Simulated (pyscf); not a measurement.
PySCF, gas phase, ωB97X-D3(BJ)/def2-SVP geometries.

Problem. `[SiH4]` + `[SiH3][PH]` [doublet] → `[SiH3][PH][SiH3]` + `[H]` [doublet]
Surface: doublet. Broken: H–Si. Formed: P–Si. Give ΔE‡ and ΔE from ωB97M-D3(BJ)/def2-TZVP, relative to the separated reactants.

Solution. ΔE‡ = 25.7 kcal/mol, ΔE = +20.8 kcal/mol. Zero-point energy shifts the barrier by -1.6 kcal/mol. It is a substitution at Si, with an imaginary mode of 613i cm⁻¹. One saddle was located; it need not be the lowest between these sides. The angle at the attacked Si is 177°.
